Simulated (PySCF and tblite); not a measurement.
Values are calculated unless marked as measured or tabulated.
C4H9F, numbered as in [CH3:1][CH2:2][CH2:3][CH2:4][F:5].

Geometries PBE0-D3(BJ)/def2-SVP; weights from PBE0-D3(BJ)/def2-TZVP energies and GFN2-xTB thermal corrections, with symmetry numbers and mirror pairs. Conformers within 4 kcal/mol (GFN2-xTB free energy) were kept, 7 at most. GIAO shieldings: PBE0/pcSseg-1. Shifts are against TMS (¹H), TMS (¹³C), CFCl3 (¹⁹F) at the same level. Programs: PySCF with density fitting and tblite.

Torsions listed: C1–C2–C3–C4, C2–C3–C4–F5. Of a mirror pair one member is shown.

```csv
conformer,shape,symmetry,E(GFN2) kcal/mol,E(DFT) kcal/mol
1,"177°, -61°",C1 (pair),0.05,0.00
2,"180°, 180°",Cs,0.00,0.29
3,"-62°, -56°",C1 (pair),0.76,0.52
4,"64°, 175°",C1 (pair),0.38,1.00
5,"69°, -67°",C1 (pair),1.01,1.16
```

Question: How much do the weights at 298.15 K and the averaged shift of H2 depend on how the conformers are weighted?

Answer: 
```
                                                              weighting  1 (%)  2 (%)  3 (%)  4 (%)  5 (%)  δ (ppm)  rms dipole (D)
DFT energy with thermal terms, symmetry and mirror images (full scheme)     50     19     18      9      5     1.33            1.75
                             DFT energy with symmetry and mirror images     49     15     20      9      7     1.35            1.75
                                                        bare DFT energy     42     26     18      8      6     1.29            1.77
                        GFN2-xTB energy with symmetry and mirror images     38     21     12     22      8     1.30            1.79
                                                   GFN2-xTB free energy     38     25     10     21      6     1.28            1.80
                                                leading conformer alone    100      0      0      0      0     1.39            1.68
                                                          equal weights     20     20     20     20     20     1.33            1.79
                         full scheme, search stopped after three starts     85      0      0     15      0     1.38            1.72
```

The largest departure from the full scheme, 0.07 ppm, comes with: leading conformer alone.
